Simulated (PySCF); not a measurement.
# Vertical excitation energies

Species: 2-methylthiophene, C5H6S.
SMILES: `c1(sccc1)C`

Method used: PySCF 2.14.0, density-fitted response routines, TDDFT wB97X-D/def2-SVPD, vertical, gas phase, core orbitals frozen in the response. Isolated species at its GFN2-xTB geometry, gas phase.

**Question.** List the vertical singlet excitations with oscillator strengths and describe the spectrum.

**Answer.** 

| state | E (eV) | E (hartree) | f | symmetry | main configurations (H = HOMO, L = LUMO) |
| --- | --- | --- | --- | --- | --- |
| S1 | 5.65 | 0.2078 | 0.118 | A′ | H→L (96%) |
| S2 | 5.97 | 0.2193 | 0.093 | A′ | H-1→L (86%) |
| S3 | 6.08 | 0.2234 | 0.0005 | – | H→L+1 (73%) |
| S4 | 6.38 | 0.2344 | 0.0001 | – | H-1→L+1 (67%), H-1→L+4 (10%) |
| S5 | 6.68 | 0.2456 | 0.0018 | – | H→L+2 (73%), H→L+3 (13%) |
| S6 | 7.22 | 0.2652 | 0.0016 | – | H-1→L+2 (72%), H→L+4 (8%) |
| S7 | 7.32 | 0.2690 | 0.0052 | A″ | H→L+3 (39%), H→L+4 (15%), H→L+6 (15%) |
| S8 | 7.55 | 0.2776 | 0.017 | A″ | H→L+4 (53%), H→L+6 (10%), H→L+8 (10%) |

Triplets, Tamm–Dancoff:

```json
{"state": "T1", "E (eV)": "3.77", "λ (nm)": "328.6", "main configurations (H = HOMO, L = LUMO)": "H→L (94%)"}
{"state": "T2", "E (eV)": "4.77", "λ (nm)": "259.9", "main configurations (H = HOMO, L = LUMO)": "H-1→L (92%)"}
{"state": "T3", "E (eV)": "5.84", "λ (nm)": "212.3", "main configurations (H = HOMO, L = LUMO)": "H→L+1 (65%), H→L+4 (10%), H→L+9 (8%)"}
```

The lowest singlet comes at 219 nm (546 kJ/mol) in the ultraviolet; it is of moderate strength; its leading configuration is HOMO→LUMO (96%). The lowest level is also the most intense of those listed (f = 0.118). Löwdin shares by element: HOMO carbon 81% or more (atoms not listed hold the other 19%); LUMO carbon 53% or more, sulfur 23% (atoms not listed hold the other 24%). Orbital energies (eV): HOMO-3 -12.20, HOMO-2 -11.51, HOMO-1 -8.98, HOMO -8.38, LUMO 1.38, LUMO+1 2.12, LUMO+2 2.29. The oscillator strengths of these states sum to 0.237; summed over the whole spectrum of an exact calculation they would give the number of electrons, 52 (Thomas–Reiche–Kuhn). The listed states span 1.90 eV, and the widest gap between neighbours is 0.53 eV (S5 to S6). Symmetry labels in Cs follow from the direction of the transition dipole and are given only for states with f of 0.002 or more. Singlets were solved by full linear response, triplets in the Tamm–Dancoff approximation.
